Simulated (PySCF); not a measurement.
COS, SMILES O=C=S.

Geometry optimised at B3LYP-D3(BJ)/def2-TZVP.

Method: B3LYP-D3(BJ)/def2-TZVP in PySCF 2.14.0.

Frequencies are harmonic and unscaled.

Modes within 1.5 cm⁻¹ of each other (mostly degenerate sets) share a row, with their intensities summed.

Q: List the normal modes with their intensities. (Estimate from the structure and the level; the computed values follow.)

A: 
| mode | ν (cm⁻¹) | IR (km/mol) | Raman (Å⁴/amu) | depolarisation | moving atoms (share of kinetic energy) |
|---|---|---|---|---|---|
| 1–2 | 530 | 5.4 | 1.5 | 0.75 | C 76 %, O 19 % |
| 3 | 880 | 9.0 | 16.8 | 0.18 | S 46 %, O 41 %, C 13 % |
| 4 | 2115 | 735.9 | 16.2 | 0.46 | C 67 %, O 32 % |
